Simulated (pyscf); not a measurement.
Optimised with ωB97X-D3(BJ)/def2-SVP in PySCF.

What is the homolytic dissociation enthalpy (298 K, ωB97M-D3(BJ)/def2-TZVP) of the H–O bond of HO–As: (SMILES O[As]) [singlet], to O=As• + H•?

H–O to O=As• + H•: 47.9 kcal/mol. The 5 functionals that were run give +43.8 (PBE0-D3(BJ)) to +49.7 kcal/mol (M06-2X). The radicals are drawn with the spin at the cut bond; how far it spreads was not checked. A restricted singlet here is unstable towards spin polarisation, as is usual where a triplet lies low; its energy is less safe. The term symbol of open-shell O=As• was not checked; spin-orbit terms are left out. Elements up to Kr have no core potential and no relativistic terms here.
